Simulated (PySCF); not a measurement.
Species: C3H4FP.
SMILES with atom numbers: `[H]/[P:5]=[C:3](\[CH:2]=[CH2:1])[F:4]` (hydrogens: H6, H7 on C1; H8 on C2; H9 on P5)

Computed, not measured: PBE0-D3(BJ)/def2-SVP geometry optimisation, gas phase in PySCF.

Task: List the bond lengths, angles and torsions at this level.

Result: 
```tsv
bond	length (Å)	order
C1=C2	1.342	double
C2–C3	1.450	single
C3–F4	1.336	single
C3=P5	1.699	double
C1–H6	1.092	single
C1–H7	1.092	single
C2–H8	1.093	single
P5–H9	1.430	single
```

Orders are formal, as drawn. A selection of angles:
```tsv
angle	degrees
C2–C1–H6	121.0
C2–C1–H7	121.0
H6–C1–H7	118.0
C1–C2–C3	123.1
C1–C2–H8	120.9
C3–C2–H8	116.1
C2–C3–F4	113.5
C2–C3–P5	129.1
F4–C3–P5	117.3
C3–P5–H9	93.1
```

Torsions: C1–C2–C3–F4 0° (synperiplanar).

P5 (phosphorus bonded to C and H) is bent (angle 93.1°). The C–C distances run from 1.342 Å (C1=C2, drawn double) to 1.450 Å (C2–C3, drawn single), a spread of 0.108 Å. The 5 heavy atoms lie in one plane (0.002 Å rms). Of the pairs four or more bonds apart, F4···H6 is among the closest relative to their van der Waals radii: 2.41 Å, 90 % of the sum of Bondi's values.

Point group: Cs (every atom within 0.08 Å of its image). Whether it is a minimum is left open (no frequencies). One conformer, not necessarily the lowest.
